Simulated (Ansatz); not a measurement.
Isolated molecules relaxed with PBE0-D4/def2-TZVP in Ansatz; ΔE leaves out vibrations. CCSD(T)/CBS adds triple-zeta CCSD(T) − MP2 to the extrapolated MP2 energy (def2 sets, frozen cores). This one scheme is used for every species. DFT in def2-TZVPP. B3LYP here is the variant with VWN-RPA as its local correlation; programs differ in this. Each species was taken in one conformer, which may not be the lowest.

`O=CC(O)F` + CH₃OH → `COC(O)C=O` + H–F  (substitution at a C–F bond)

```json
{"level": "PBE-D4", "ΔE (kJ/mol)": "-10.5", "difference from CCSD(T)/CBS": "12.0"}
{"level": "r2SCAN-D4", "ΔE (kJ/mol)": "-10.4", "difference from CCSD(T)/CBS": "12.1"}
{"level": "PBE0-D4", "ΔE (kJ/mol)": "-14.4", "difference from CCSD(T)/CBS": "8.1"}
{"level": "B3LYP-D4", "ΔE (kJ/mol)": "-11.7", "difference from CCSD(T)/CBS": "10.8"}
{"level": "ωB97X-V", "ΔE (kJ/mol)": "-12.3", "difference from CCSD(T)/CBS": "10.2"}
{"level": "ωB97M-V", "ΔE (kJ/mol)": "-13.1", "difference from CCSD(T)/CBS": "9.4"}
{"level": "B2PLYP", "ΔE (kJ/mol)": "-11.8", "difference from CCSD(T)/CBS": "10.7"}
{"level": "PBE", "ΔE (kJ/mol)": "-5.6", "difference from CCSD(T)/CBS": "16.9"}
{"level": "r2SCAN", "ΔE (kJ/mol)": "-8.8", "difference from CCSD(T)/CBS": "13.7"}
{"level": "PBE0", "ΔE (kJ/mol)": "-10.0", "difference from CCSD(T)/CBS": "12.5"}
{"level": "B3LYP", "ΔE (kJ/mol)": "-4.0", "difference from CCSD(T)/CBS": "18.5"}
{"level": "HF/def2-TZVPP", "ΔE (kJ/mol)": "-5.4", "difference from CCSD(T)/CBS": "17.1"}
{"level": "MP2/def2-TZVPP", "ΔE (kJ/mol)": "-26.0", "difference from CCSD(T)/CBS": "-3.5"}
{"level": "SCS-MP2/def2-TZVPP", "ΔE (kJ/mol)": "-19.8", "difference from CCSD(T)/CBS": "2.7"}
{"level": "CCSD/def2-TZVPP", "ΔE (kJ/mol)": "-18.6", "difference from CCSD(T)/CBS": "3.9"}
{"level": "CCSD(T)/def2-TZVPP", "ΔE (kJ/mol)": "-20.5", "difference from CCSD(T)/CBS": "2.0"}
{"level": "HF/def2-QZVPP", "ΔE (kJ/mol)": "-5.5", "difference from CCSD(T)/CBS": "17.0"}
{"level": "MP2/def2-QZVPP", "ΔE (kJ/mol)": "-27.1", "difference from CCSD(T)/CBS": "-4.6"}
{"level": "SCS-MP2/def2-QZVPP", "ΔE (kJ/mol)": "-21.0", "difference from CCSD(T)/CBS": "1.5"}
{"level": "HF/CBS(def2)", "ΔE (kJ/mol)": "-5.6", "difference from CCSD(T)/CBS": "16.9"}
{"level": "MP2/CBS(def2)", "ΔE (kJ/mol)": "-27.9", "difference from CCSD(T)/CBS": "-5.4"}
{"level": "CCSD/CBS(def2)", "ΔE (kJ/mol)": "-20.5", "difference from CCSD(T)/CBS": "2.0"}
{"level": "CCSD(T)/CBS", "ΔE (kJ/mol)": "-22.5", "difference from CCSD(T)/CBS": "0"}
```

Largest T1 diagnostic among the species: 0.014.

From PBE to PBE0 (25 % exact exchange), in def2-TZVPP and without D4, ΔE moves by −4.4 kJ/mol. The D4 term adds −7.7 kJ/mol with B3LYP and −4.4 kJ/mol with PBE0; it sums over pairs of atoms, weighted by their polarisabilities, and B3LYP, whose exchange is more repulsive, gets the larger term. In def2-TZVPP, CCSD(T) changes the Hartree–Fock value by −15.2 kJ/mol (the triples alone add −2.0 kJ/mol) and MP2 by −20.6 kJ/mol.
